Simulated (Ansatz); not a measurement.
# BFH4O: the cost of one run

Method: PBE0-D4, def2-SVP first, then def2-TZVP; program: Ansatz 0.2.0, Gaussian basis.

152 further runs of the same task are left out: 152 set aside as unsound or not needed.

## 1. Starting geometry

The guess: 7 atoms, charge 0, spin multiplicity 1.

Atoms are counted from 1 here; the program's logs count them from 0.

Bond lengths: B1–O2 1.458 Å, B1–H3 1.169 Å, B1–H4 1.173 Å, O2–H7 0.959 Å, H5–F6 1.087 Å. Angles: O2–B1–H3 114.2°, O2–B1–H4 118.3°, H3–B1–H4 121.8°, B1–O2–H7 113.8°.

As a file:

```
B    -0.59690    0.01270   -0.14690
O     0.68380    0.68030   -0.34460
H    -1.07380   -0.40980   -1.12760
H    -1.25300    0.32780    0.77270
H     0.95220   -0.54010    0.06560
F     0.39290   -1.39180    0.44400
H     0.89490    1.32100    0.33670
```

Distances that are to change: B1–F6 1.82 Å, O2–H5 1.32 Å, B1–O2 1.46 Å, H5–F6 1.09 Å.

## 2. Constrained relaxation of the guess

The input, hold/in.yaml:

```yaml
crystal:
  periodic: [false, false, false]
  atoms:
    - {symbol: B, position_ang: [-0.596900, 0.012700, -0.146900]}
    - {symbol: O, position_ang: [0.683800, 0.680300, -0.344600]}
    - {symbol: H, position_ang: [-1.073800, -0.409800, -1.127600]}
    - {symbol: H, position_ang: [-1.253000, 0.327800, 0.772700]}
    - {symbol: H, position_ang: [0.952200, -0.540100, 0.065600]}
    - {symbol: F, position_ang: [0.392900, -1.391800, 0.444000]}
    - {symbol: H, position_ang: [0.894900, 1.321000, 0.336700]}
basis:
  gaussian: {orbitals: def2-SVP}
hamiltonian: {xc: pbe0, dispersion: d4}
relax: {f_tol: 0.04, max_steps: 150, escape_saddle: false, constraints: [{distance: [0, 5]}, {distance: [1, 4]}, {distance: [0, 1]}, {distance: [4, 5]}]}
```

Launch:

```
$ ansatz run in.yaml --threads 2 --pin off --events-out ev --progress --plain --max-ram 4352MiB
```

**Question.** How long does this run take on 2 threads of Arm Neoverse V2, shared host?

About 3.3 s.
